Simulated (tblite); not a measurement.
A tight-binding relaxation on `C(C[S])CC=C` [radical].

Computed with GFN2-xTB geometry optimisation, gas phase (tblite 0.8.0). Start geometry: from a force field or distance geometry. The command runs a driver script over a list of jobs; the input below is this job's line of settings and its coordinates in Å.

Command:
```bash
OMP_NUM_THREADS=1 python probes_run.py task.json out
```

Input:
```
{"job": {"kind": "relax", "xc": "GFN2-xTB", "basis": "xTB"}, "charge": 0, "multiplicity": 2}
C      2.513600     0.682200    -0.352500
C      1.246100     1.095400    -0.207800
C      0.145300     0.191000    -0.654700
C     -0.783200    -0.176000     0.469700
C     -1.914000    -1.081000     0.073600
S     -2.965400    -0.327600    -1.176000
H      3.373500     1.243700    -0.064700
H      2.649500    -0.289800    -0.808000
H      1.049400     2.057800     0.257100
H      0.636400    -0.729800    -1.008700
H     -0.415600     0.644400    -1.513600
H     -0.182200    -0.710900     1.242500
H     -1.206700     0.706900     1.000800
H     -2.551200    -1.220800     0.961700
H     -1.599800    -2.077600    -0.252600
```

Question: Give the output.

Answer: 
```
step      E/eV     max force
  0    -502.31406    1.584
  1    -502.37116    1.365
  2    -502.39271    0.395
  3    -502.40827    0.418
  4    -502.44451    0.389
  5    -502.45515    0.365
  6    -502.47178    0.253
  7    -502.48118    0.228
  8    -502.48882    0.225
  9    -502.49422    0.179
... (26 lines left out)
 36    -502.51082    0.018
 37    -502.51086    0.019
 38    -502.51091    0.014
 39    -502.51094    0.014
 40    -502.51096    0.013
 41    -502.51098    0.012
 42    -502.51100    0.015
 43    -502.51103    0.013
 44    -502.51105    0.010
 45    -502.51107    0.010
```

«max force» is the largest atomic force in eV/Å.

Question: From which step on does the largest force stay under 0.1 eV/Å, and how much energy is left to gain from there?

Answer: From step 13 (0.083 eV/Å), 6.1 meV above the end.

In short: energy lowered by 4.5 kcal/mol over 45 steps; largest atomic force 0.010 eV/Å at the end.

Question: Give the final coordinates.

Answer: 0.111 Å rms from the input after alignment:
```
atom  x, y, z in Å
C1     2.5590    0.6837   -0.3549
C2     1.2847    1.0065   -0.2345
C3     0.1483    0.1355   -0.6592
C4    -0.7876   -0.1630    0.5151
C5    -1.9443   -1.0637    0.0992
S6    -3.0349   -0.2815   -1.1006
H7     3.3487    1.3415   -0.0347
H8     2.8684   -0.2535   -0.7884
H9     1.0010    1.9531    0.2076
H10    0.5310   -0.7995   -1.0741
H11   -0.4298    0.6426   -1.4390
H12   -0.2277   -0.6615    1.3109
H13   -1.1832    0.7734    0.9146
H14   -2.5620   -1.3210    0.9620
H15   -1.5760   -1.9847   -0.3573
```

Hardware: AMD EPYC 9B45, one thread, no GPU, shared host. Cost: 0.15 s.
Labels such as C1 count atoms from 1, the log's own numbers from 0.
